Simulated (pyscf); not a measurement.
PySCF, gas phase, ωB97X-D3(BJ)/def2-SVP geometries. MP2 and CC: frozen core, UHF for open shells. ΔMP2 is the change of the MP2 total energy from the triple- to the quadruple-zeta basis.

Q: PBE/def2-TZVP puts the barrier of `[Cl][BH][Cl]` + `[NH3]` → `[ClH]` + `[NH2][BH][Cl]` (four-centre exchange; singlet surface; B–Cl, H–N broken, Cl–H, B–N formed) at 0.9 kcal/mol and the reaction energy at -11.0 kcal/mol, from the separated reactants. What do M06-2X/def2-TZVP, ωB97M-D3(BJ)/def2-TZVP, CCSD(T)/def2-TZVPP + ΔMP2(QZVPP) give on the same structures?

A: M06-2X: ΔE‡ = 3.2 kcal/mol, ΔE = -12.4 kcal/mol; ωB97M-D3(BJ): ΔE‡ = 4.0 kcal/mol, ΔE = -12.2 kcal/mol; CCSD(T): ΔE‡ = 6.3 kcal/mol, ΔE = -11.4 kcal/mol. PBE's barrier lies under all of them, by 2.3 to 5.5 kcal/mol. Its reaction energy lies over all of them, by 0.5 to 1.5 kcal/mol. Low barriers are usual for a GGA, whose delocalisation error favours stretched bonds. On the reactant side the descent ends in an adduct with a B–N contact (not fully relaxed), 28.9 kcal/mol under the separated species and 33.3 kcal/mol under the saddle at ωB97X-D3(BJ)/def2-TZVP. What is counted as formed (B–N) is already present as a longer contact in the reactant adduct; forming that adduct is a step of its own. This is the saddle that the search found; another between the same sides may lie lower. The CCSD(T) − MP2 part came from Ansatz, without density fitting, on the same reference.
